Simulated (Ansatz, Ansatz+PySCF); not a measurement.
```xyz
4

N    -0.0005   -0.0215    0.0765
H     0.9472    0.0340   -0.2489
H    -0.5057    0.8251   -0.2544
H    -0.4459   -0.8553   -0.2864
```

RHF on singlet NH3 was run in several spherical basis sets with Ansatz (development build ahead of 0.2.0).

**Question.** Rank the basis sets by the total energy that they give, lowest first, with the distance from the lowest.
A. aug-cc-pVDZ
B. cc-pVTZ
C. 6-31G(d)
D. def2-TZVP
E. STO-3G
F. cc-pVDZ
G. def2-SVP
H. 6-31G

**Answer.** D (0.00 eV), B (0.02 eV), A (0.35 eV), F (0.63 eV), C (0.95 eV), H (1.50 eV), G (1.90 eV), E (20.81 eV).

Totals follow the description of the cores as much as that of the bonds, so this order isn't one of quality for chemistry.
